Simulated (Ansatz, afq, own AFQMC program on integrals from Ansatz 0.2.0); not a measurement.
**GaBr⁻, quartet in aug-cc-pVDZ, levels against CCSDT(Q)**

```xyz
2

Ga    0.0000    0.0000    0.0000
Br    0.0000    0.0000    2.4158
```

Basis aug-cc-pVDZ. Noble-gas cores (and the filled d shells of Ga–Kr and In–Xe) are frozen. Ansatz 0.2.0 and our own AFQMC program on the same integrals; the CISD trial comes from CCSD amplitudes, and released means the phaseless constraint is let go. Error bars are statistical, one sigma. No spin–orbit coupling.

Determinant: UHF, the one that the program's search chose, which needn't be the lowest solution. The geometry is a PBE0/def2-TZVPD stationary point of this or a neighbouring charge and spin state.

No full CI on the walks' own integrals is used here; CCSDT(Q) serves as the reference and is uncertain by about the last step of the cluster series.

Cautions: no relativity below Rb; no spin-orbit coupling; inner d shell frozen; another spin lies lower (by 2.55 eV); at this level and basis the anion state lies above a neutral one.

```
T1 diagnostic                               : 0.0211
weight of the determinant in the CISD state : 0.894
⟨S²⟩ of the determinant                     : 3.754
size of the correlated space                : 11 electrons in 44 orbitals
```

```json
{"level": "MP2", "correlation energy (eV)": "-4.1294"}
{"level": "CCSD", "correlation energy (eV)": "-4.6053"}
{"level": "CCSD(T)", "correlation energy (eV)": "-4.7439"}
```

Q: Estimate where phaseless AFQMC with a CISD trial lies against CCSD(T) on the same integrals.

A: 0.98 ± 0.21 kcal/mol below CCSD(T).

Reference: CCSDT(Q), correlation energy -4.774 eV. The released energy is read at 2.40 1/Eh (meV from the phaseless value at times in 1/Eh: 5 ± 10 at 0.24, 8 ± 11 at 0.51, 4 ± 10 at 0.99, 13 ± 11 at 1.62, 10 ± 11 at 2.40).

```json
{"level": "CCSD(T)", "E − E(reference) (kcal/mol)": "0.70", "share of correlation (%)": "99.36"}
{"level": "CCSDT", "E − E(reference) (kcal/mol)": "0.24", "share of correlation (%)": "99.78"}
{"level": "ph-AFQMC/HF", "E − E(reference) (kcal/mol)": "1.81 ± 1.51", "share of correlation (%)": "98.35"}
{"level": "ph-AFQMC/CISD", "E − E(reference) (kcal/mol)": "-0.27 ± 0.21", "share of correlation (%)": "100.25"}
{"level": "released AFQMC", "E − E(reference) (kcal/mol)": "-0.05 ± 0.26", "share of correlation (%)": "100.05"}
```

A walk keeps the symmetry of its determinant, which the program's search chose and which needn't be the lowest solution, so a lower state of the same spin and another symmetry isn't excluded. Released energies are given only where the last usable release times agree within the noise; a slower fall can still hide under it.
